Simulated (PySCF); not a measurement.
Gas-phase reaction: Al2H6 → 2 AlH + 2 H2

Energies from PySCF, thermal terms from the rigid-rotor harmonic-oscillator model, ideal gas at 1 bar. † marks an energy on the PBE0/def2-TZVP geometry and frequencies; other levels use their own. MP2 and CCSD(T) freeze the core. All species are closed-shell singlets. Al2H6: computed as isolated molecules; such fragments, hydroxides, amides, oligomers or adducts are transient or little studied in the gas. MP2 isn't extrapolated to the basis-set limit; its ΔH°(298 K) is 409.5 kJ in def2-SVP and 401.7 kJ in def2-TZVPP. CCSD(T) isn't extrapolated to the basis-set limit; its ΔH°(298 K) is 383.0 kJ in def2-SVP and 379.2 kJ in def2-TZVPP. The harmonic model lacks anharmonicity and excited electronic states, which grow with temperature; levels with a mode under 35 cm⁻¹ are left out.

| level | ΔE electronic, kJ | ΔH°(298 K), kJ | ΔS°(298 K), J/K | ΔG°(2500 K), kJ |
|---|---|---|---|---|
| CCSD(T)/def2-SVP† | 406 | 383 | 361 | -505 |
| CCSD(T)/def2-TZVPP† | 402 | 379 | 361 | -509 |
| HF/def2-TZVP† | 388 | 365 | 361 | -523 |
| MP2/def2-TZVPP† | 425 | 402 | 361 | -486 |
| PBE/def2-SVP | 429 | 407 | 361 | -478 |
| PBE0/def2-TZVP | 428 | 405 | 361 | -483 |
| r2SCAN/def2-TZVP† | 458 | 435 | 361 | -453 |
| LDA/def2-TZVP† | 482 | 459 | 361 | -429 |
| ωB97M-V/def2-TZVP† | 406 | 383 | 361 | -505 |
| ωB97X-V/def2-TZVP† | 443 | 420 | 361 | -468 |
ΔH° is lowest at HF/def2-TZVP† and highest at LDA/def2-TZVP†. No reference value is set beside these.
